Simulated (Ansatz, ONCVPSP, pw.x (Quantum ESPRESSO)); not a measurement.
# pw.x on bcc Ga: one setting changed

Potential: optimised norm-conserving Vanderbilt (ONCV), ONCVPSP 4.0.1.1 (patched build), PBEsol; core [Ar] 3d10, reference 4s1 4p2; waves: 4s: rc 1.50 bohr, ncon 4, nbas 7, qcut 4.6 1/bohr, local; 4p: rc 2.65 bohr, ncon 3, nbas 6, qcut 3.4 1/bohr, 2 projectors, debl 2.3 Ha; d scattering state at 0.23 Ha: rc 2.30 bohr, ncon 4, nbas 7, qcut 4.1 1/bohr, 2 projectors, debl 3.5 Ha; local part: the s channel; core correction: none.

The reference run (k-mesh 14³, cutoffs 115/460 Ry, Fermi–Dirac 0.01 Ry, mixing_beta 0.4, conv_thr 1e-9, no spin) gives -0.98 GPa at 18.120 Å³/atom, where all-electron LAPW gives -0.58 GPa. This run, with its own iteration cap, changes k-mesh points per axis to 3.

```
&control
  calculation='scf', prefix='x', pseudo_dir='./', outdir='./tmp', tstress=.true., disk_io='none'
/
&system
  ibrav=0, nat=1, ntyp=1, ecutwfc=115, ecutrho=460, nbnd=8,
  occupations='smearing', smearing='fd', degauss=0.01
/
&electrons
  conv_thr=1e-09, mixing_beta=0.4, electron_maxstep=60
/
ATOMIC_SPECIES
Ga 1.0 Ga.UPF
CELL_PARAMETERS angstrom
  -1.65462431 1.65462431 1.65462431
  1.65462431 -1.65462431 1.65462431
  1.65462431 1.65462431 -1.65462431
ATOMIC_POSITIONS crystal
Ga 0.0000 0.0000 0.0000
K_POINTS automatic
3 3 3 0 0 0
```

```bash
pw.x < Ga.scf.in > Ga.scf.out
```

How does the run end?

It converges in 6 iterations; the free energy moves by +192.0 meV/atom and the pressure by -0.35 GPa.

```
Message from routine setup:
     using ibrav=0 with symmetry is DISCOURAGED, use correct ibrav instead
     lattice parameter (alat)  =       5.4158  a.u.
     unit-cell volume          =     122.2798 (a.u.)^3
     number of electrons       =         3.00
     number of Kohn-Sham states=            8
     kinetic-energy cutoff     =     115.0000  Ry
     charge density cutoff     =     460.0000  Ry
     scf convergence threshold =      1.0E-09
     Exchange-correlation= PBESOL
     number of k points=     4  Fermi-Dirac smearing, width (Ry)=  0.0100
     iteration #  1     ecut=   115.00 Ry     beta= 0.40
     total energy              =      -4.43792277 Ry
     estimated scf accuracy    <       0.00049695 Ry
     iteration #  2     ecut=   115.00 Ry     beta= 0.40
     total energy              =      -4.43798302 Ry
     estimated scf accuracy    <       0.00017252 Ry
     iteration #  3     ecut=   115.00 Ry     beta= 0.40
     total energy              =      -4.43799073 Ry
     estimated scf accuracy    <       0.00000030 Ry
     iteration #  4     ecut=   115.00 Ry     beta= 0.40
     total energy              =      -4.43799181 Ry
     estimated scf accuracy    <       0.00000012 Ry
     iteration #  5     ecut=   115.00 Ry     beta= 0.40
     total energy              =      -4.43799184 Ry
     estimated scf accuracy    <          2.8E-09 Ry
     iteration #  6     ecut=   115.00 Ry     beta= 0.40
     the Fermi energy is     4.9066 ev
!    total energy              =      -4.43799184 Ry
     estimated scf accuracy    <          4.1E-10 Ry
     smearing contrib. (-TS)   =      -0.00513683 Ry
     The total energy is F=E-TS. E is the sum of the following terms:
     one-electron contribution =       2.35618057 Ry
     hartree contribution      =       0.01449808 Ry
     xc contribution           =      -1.56603214 Ry
     ewald contribution        =      -5.23750151 Ry
     convergence has been achieved in   6 iterations
          total   stress  (Ry/bohr**3)                   (kbar)     P=      -13.33
     Message from routine punch:
     Nothing written, as per user request (disk_io='none')
```

The run took about 2.3 s on one core of a shared host (Neoverse-N1, 64 threads, 124 GiB, load 55).
